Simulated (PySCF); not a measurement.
Gas-phase reaction: 3 SiO + 2 ClO ⇌ SiOCl2 + 2 SiO2

Computed with PySCF (xtb for GFN2) and rigid-rotor harmonic-oscillator thermochemistry at 1 bar. † marks an energy on the PBE0/def2-TZVP geometry and frequencies; other levels use their own. Open shells (unrestricted): ClO (multiplicity 2); the rest are closed-shell singlets. GFN2 has no spin-polarisation term. Spin-orbit splitting is ignored; it lowers the true energy and changes the entropy of ClO. SiOCl2: computed as isolated molecules; such fragments, hydroxides, amides, oligomers or adducts are transient or little studied in the gas.

```csv
level,"ΔH°(298 K), kJ"
GFN2-xTB,-1491
M06-2X/def2-TZVP†,-922
PBE/def2-TZVP†,…
PBE0/def2-QZVP†,-905
PBE0/def2-SVP†,-892
PBE0/def2-TZVP,…
r2SCAN/def2-TZVP†,…
LDA/def2-TZVP†,-987
ωB97M-V/def2-TZVP†,…
```

### Question
Complete the blanks.

### Answer

- PBE/def2-TZVP†, ΔH°(298 K), kJ: -893
- PBE0/def2-TZVP, ΔH°(298 K), kJ: -908
- r2SCAN/def2-TZVP†, ΔH°(298 K), kJ: -959
- ωB97M-V/def2-TZVP†, ΔH°(298 K), kJ: -893
